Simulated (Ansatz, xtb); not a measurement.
**Two isomers of C4H6S**

Structure I is `C1=CSCC1`, a singlet and structure II is `CC#CCS`, a singlet. Both are isolated molecules in the gas phase, relaxed with B3LYP/def2-SVP; the shapes shown needn't be the lowest conformers.

I (Å):

```xyz
11

C    -0.8426    0.0128    0.5091
C    -0.4286    1.2874    0.4883
C     0.2996    0.0840   -1.6583
C    -0.2377   -0.8608   -0.5663
S     0.6706    1.7048   -0.8372
H    -1.5018   -0.3877    1.2830
H    -0.6884    2.0617    1.2131
H    -0.4616    0.2709   -2.4321
H     1.2110   -0.2869   -2.1467
H     0.5828   -1.4656   -0.1320
H    -0.9607   -1.5761   -0.9926
```

II (Å):

```xyz
11

C    -1.7257    1.8209   -0.0935
C    -0.9172    0.6361   -0.3628
C    -0.2473   -0.3483   -0.5954
C     0.5684   -1.5264   -0.8521
S     2.3027   -1.1690   -1.3982
H    -1.0938    2.6794    0.1889
H    -2.3115    2.1163   -0.9797
H    -2.4347    1.6439    0.7323
H     0.6010   -2.1848    0.0304
H     0.1483   -2.1228   -1.6785
H     2.6672   -0.4975   -0.2816
```

Q: Which of the two would you expect CCSD(T)/def2-SVP + ΔMP2/def2-TZVPP electronic energies to favour?

A: Structure I; the calculation gives E(II) − E(I) = +1.263 eV.

Level by level:

| level | geometry | E(II) − E(I) (eV) | departure from the last row (eV) | job, with rough time for the two |
| --- | --- | --- | --- | --- |
| GFN2-xTB | GFN2-xTB | +1.187 | −0.076 | optimisation, 0.13 s |
| HF/STO-3G | GFN2-xTB | +1.998 | +0.734 | single point, 0.3 s |
| r2SCAN-D4/def2-SVP | GFN2-xTB | +1.344 | +0.081 | single point, 1.9 s |
| B3LYP/def2-SVP | B3LYP/def2-SVP | +1.118 | −0.145 | optimisation, 51 s |
| HF/def2-SVP | B3LYP/def2-SVP | +0.952 | −0.312 | part of the CCSD(T) run |
| MP2/def2-SVP | B3LYP/def2-SVP | +1.154 | −0.110 | part of the CCSD(T) run |
| CCSD(T)/def2-SVP | B3LYP/def2-SVP | +1.182 | −0.082 | single point |
| CCSD(T)/def2-SVP + ΔMP2/def2-TZVPP | B3LYP/def2-SVP | +1.263 |  | single point, 20 s |

As drawn, II has 1 C≡C, 1 S–H in place of 1 C=C, 1 C–S, 1 C–H. Structure I has a 5-membered ring, II no ring.

None of the levels shown reverses the order. The largest departure from CCSD(T)/def2-SVP + ΔMP2/def2-TZVPP is that of HF/STO-3G, 0.734 eV. A small imaginary or near-zero mode remains, so no thermal terms are given. The last row adds to CCSD(T) the change of the MP2 difference between the two basis sets, here +0.082 eV.

The correlated steps freeze 9 core orbitals. Programs: Ansatz 0.2.0, xtb 6.7.1; the last row on 2 threads of Intel(R) Xeon(R) 6975P-C (Granite Rapids) on a shared host.
